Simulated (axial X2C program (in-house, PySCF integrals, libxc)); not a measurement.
## PC along the bond: B97-3, with spin–orbit coupling

All values were computed with an in-house relativistic program for diatomic molecules. Two-component (2c) means X2C with spin–orbit coupling and atomic mean-field two-electron Coulomb and Gaunt terms. Basis: P dyall-v3z [8s7p2d1f], C dyall-v3z [7s6p2d1f] (cores contracted in-house); Gaussian nuclei, density fitting, unrestricted open shells. Masses: P 30.974 u, C 12.000 u.

State: Ω = 1/2 (⟨Sz⟩ = 0.50, ⟨Lz⟩ = 0.00 at B97-3). Dipoles are positive if C is the positive end.

Results along the bond:

```csv
R (Å),μ (D),HOMO (eV),LUMO (eV)
1.356,-0.893,-8.90,-4.13
1.419,-0.924,-8.66,-4.32
1.466,-0.949,-8.50,-4.45
1.512,-0.973,-8.35,-4.57
1.559,-0.995,-8.22,-4.68
1.614,-1.015,-8.08,-4.80
1.668,-1.027,-7.94,-4.89
1.738,-1.023,-7.79,-4.98
1.824,-0.996,-7.66,-5.01
1.949,-1.001,-7.58,-4.99
```

The state is one determinant whose occupation by symmetry is held fixed; it was picked as the lowest of a PBE0 search that is not exhaustive. Density functionals use the spin component along the axis (collinear). The determinant is spin-polarised beyond a pure state at some levels (its spin-free form has ⟨S²⟩ too high), which makes Re and μ there less reliable.
